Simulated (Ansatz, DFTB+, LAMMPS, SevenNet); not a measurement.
# Volume per atom of hcp Hf: levels of theory against measurement

Reference value: 22.30 Å³/atom (measured, copied from a table, unchecked, extrapolated to 0 K and zero-point effects removed; as tabulated in Lejaeghere et al. (2013), arXiv:1204.2733).

```csv
level (code),value (Å³/atom)
Lennard-Jones uff-vdw (LAMMPS),20.11
GFN1-xTB as cut by DFTB+,38.36
SevenNet-l3i5,22.47
LDA (Ansatz),20.83
PBE (Ansatz),22.53
PBE-D4 (Ansatz),…
r²SCAN+rVV10 (Ansatz),…
```

Fill in the missing entries.


- PBE-D4 (Ansatz, a program for electronic structure), value (Å³/atom): 22.22
- r²SCAN+rVV10 (Ansatz), value (Å³/atom): 22.09

Errors against the reference: Lennard-Jones uff-vdw -9.8 %, GFN1-xTB as cut by DFTB+ +72 %, SevenNet-l3i5 +0.8 %, LDA -6.6 %, PBE +1.0 %, PBE-D4 -0.4 %, r²SCAN+rVV10 -0.9 %.

Leaving aside Lennard-Jones uff-vdw (doubt noted below), GFN1-xTB as cut by DFTB+ (doubt noted below): Once the reference is moved by up to 2.0 % (a margin picked here for doubts on the reference and the settings) and values within 0.3 % count as equal, the nearest can be PBE-D4 (-0.4 %), SevenNet-l3i5 (+0.8 %), r²SCAN+rVV10 (-0.9 %) or PBE (+1.0 %). Farthest off among them: LDA (-6.6 %). Within 4 %: SevenNet-l3i5, PBE, PBE-D4, r²SCAN+rVV10.

Density-functional levels without +SOC have no spin–orbit coupling. Lennard-Jones uff-vdw: this is a force field's van der Waals term alone, without bonds or charges. GFN1-xTB as cut by DFTB+: the cell has another shape than the first-principles one, perhaps another minimum in the same group. GFN1-xTB as cut by DFTB+: the cell moved over 20 % in volume from its start. GFN1-xTB as cut by DFTB+: the method was fitted mainly to molecules. GFN1-xTB as cut by DFTB+: codes differ in how they cut the long-range tail of xTB's charge interaction in a crystal, so the value belongs to this code. Cutoffs differ between the levels. Ansatz's density-functional and Hartree–Fock values are scalar-relativistic unless marked +SOC, with PAW data made under PBE.

Machine-learned potentials (SevenNet-l3i5) are trained on DFT data: a solid inside that data is no test of them.

Differences are worked out from the printed values.
